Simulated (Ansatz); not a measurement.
Total energies of (H3Si)2NH (Si2NH7) from Ansatz at PBE0-D4/def2-TZVP, gas phase (1 Eh = 27.2114 eV = 2625.5 kJ/mol). The reference geometry is relaxed at B3LYP-D4/def2-TZVP.

```csv
atom,x (Å),y (Å),z (Å)
Si1,-1.251,0.936,0.138
H2,-2.117,1.027,1.339
H3,-0.308,2.075,0.101
H4,-2.138,1.014,-1.051
N5,-0.309,-0.516,0.184
Si6,1.364,-0.749,-0.194
H7,2.002,-1.631,0.814
H8,2.010,0.582,-0.188
H9,1.577,-1.375,-1.524
H10,-0.829,-1.362,0.381
```

```tsv
state	geometry	energy (Eh)
charge 0 singlet	reference	-637.70971
charge 1 doublet	reference	-637.35989
free Si atom (triplet)	–	-289.24943
free H atom (doublet)	–	-0.50104
free N atom (quartet)	–	-54.54382
```

Work out the vertical ionisation energy to the doublet.

E(charge 1 doublet) − E(charge 0 singlet) = -637.35989 − (-637.70971) = 0.34982 Eh = 9.52 eV. For comparison, −ε of the highest occupied level is 7.50 eV at this level, 2.02 eV less.

What is the binding energy per atom against free atoms?

Atoms: 2 × (-289.24943) + 7 × (-0.50104) + 1 × (-54.54382) = -636.54996 Eh. Binding: -636.54996 − (-637.70971) = 1.15975 Eh = 31.56 eV, or 3.16 eV for each of 10 atoms (no zero-point energy, no counterpoise term).
